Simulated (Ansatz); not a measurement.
C4H9, doublet in STO-3G: errors against UCCSDTQ

Geometry: MP2(full)/6-31G*, from the G2/97 set.

```xyz
13

C     0.0000    0.0000    0.1784
C     0.0000    1.4782   -0.0344
C     1.2801   -0.7391   -0.0344
C    -1.2801   -0.7391   -0.0344
H     0.0000    1.7315   -1.1073
H    -0.8870    1.9458    0.4041
H     0.8870    1.9458    0.4041
H     1.4995   -0.8657   -1.1073
H     2.1286   -0.2047    0.4041
H     1.2416   -1.7411    0.4041
H    -1.4995   -0.8657   -1.1073
H    -1.2416   -1.7411    0.4041
H    -2.1286   -0.2047    0.4041
```

Basis STO-3G; Ansatz 0.2.0. Correlated methods freeze the noble-gas cores, which leaves 25 electrons in 25 orbitals. Prefix R: restricted or restricted open-shell reference; prefix U: unrestricted. Active spaces: frontier = (9e, 9o) about the gap.

Full CI isn't at hand for all of this; UCCSDTQ serves as the reference, and is uncertain by about the last step of the cluster series. The frozen core follows each run's orbitals, which can shift R against U totals by a few meV.

For open shells CISD and CISDTQ are restricted-active-space CI with the open shells as a complete middle space.

```
UHF ⟨S²⟩                          : 0.764
T1 diagnostic (RCCSD)             : 0.0094
largest doubles amplitude (RCCSD) : 0.041
T1 diagnostic (UCCSD)             : 0.0046
```

| level | E − E(UCCSDTQ) (kJ/mol) | share of correlation (%) | wall time |
| --- | --- | --- | --- |
| RHF | 694.9 | 0.00 | – |
| UHF | 684.8 | 1.45 | – |
| RMP2 | 187.6 | 73.01 | – |
| UMP2 | 184.6 | 73.43 | – |
| CISD | 77.0 | 88.91 | 3.2 s |
| RCCSD | 5.6 | 99.19 | – |
| UCCSD | 5.7 | 99.18 | – |
| RCCSD(T) | 1.6 | 99.77 | 0.81 s |
| UCCSD(T) | 1.7 | 99.76 | 0.73 s |
| BCCD(T) | 1.7 | 99.76 | 0.94 s |
| RCCSDT | 0.6 | 99.92 | – |
| UCCSDT | 0.6 | 99.92 | – |
| CISDTQ | 5.3 | 99.24 | 7.6 min (H100) |
| RCCSDT(Q) | 0.1 | 99.98 | 22 s |
| UCCSDT(Q) | 0.1 | 99.99 | 17 s |
| RCCSDTQ | 0.0 | 99.99 | 2.7 min (H100) |
| CASSCF (frontier space) | 499.8 | 28.08 | – |
| NEVPT2 (frontier space) | 135.2 | 80.54 | 4.8 s |
| MRCISD (frontier space) | 41.8 | 93.99 | – |
| MRCISD+Q (frontier space) | 1.0 | 99.85 | 7.5 s |
| MRCISD+Q(relaxed) (frontier space) | 0.6 | 99.91 | 9 s |

The correlation energy at UCCSDTQ, counted from RHF, is -7.202 eV. That run took 2.6 min on 5 threads of AMD EPYC 7R13 with a whole H100 80 GB, shared host.

Times hold each run's SCF and search for its determinant on a shared host, so for small cases they say little of a method's own cost; rows without a card ran on 1 thread of AMD EPYC 7R13.

Atomization energy (electronic, same basis, no zero-point term; atoms at the same level, unrestricted beside the R rows where the molecule is a closed shell, with restricted open-shell steps beyond CCSDT(Q)) at UCCSDTQ: 5303.1 kJ/mol. Errors of other levels:

```tsv
level	error (kJ/mol)
RHF	-482.5
UHF	-472.4
RMP2	-78.5
UMP2	-75.6
CISD	-77.0
RCCSD	-5.7
UCCSD	-5.7
RCCSD(T)	-1.6
UCCSD(T)	-1.7
BCCD(T)	-1.7
RCCSDT	-0.6
UCCSDT	-0.6
CISDTQ	-5.3
RCCSDT(Q)	-0.1
UCCSDT(Q)	-0.1
RCCSDTQ	0.0
```

This basis is far from its limit, so the value isn't to be set against a measured one. Truncated CI isn't size-consistent, which counts against it in atomization.
